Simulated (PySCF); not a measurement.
Species: ketene, C$_{2}$H$_{2}$O, net charge 0, singlet state. 
Coordinates optimised at B3LYP-D3(BJ)/def2-TZVP (Ansatz):
SMILES: C=C=O
```xyz
5

C      0.0091     0.0017    -1.2056
C     -0.0008    -0.0001     0.1027
H      0.0282     0.9401    -1.7377
H     -0.0018    -0.9351    -1.7406
O     -0.0096    -0.0018     1.2620
```

Dispersion corrections to the total energy (kcal/mol) from the dftd3 and dftd4 libraries through PySCF: D3(BJ) without and D4 with the three-body term, each with the damping fitted for the functional named.

| functional | D3(BJ) | D4 |
|---|---|---|
| PW6B95 | -0.58 | -1.08 |
| HF | [?] | -5.02 |
| BP86 | -1.98 | -1.51 |
| revPBE | -3.61 | -4.49 |
| PBE0 | [?] | -0.97 |
| B2PLYP | -1.01 | -0.82 |
| B2GP-PLYP | [?] | -0.48 |

Task: Fill in the missing entries.

Result: 
- HF, D3(BJ): -13.58
- PBE0, D3(BJ): -1.10
- B2GP-PLYP, D3(BJ): -0.74
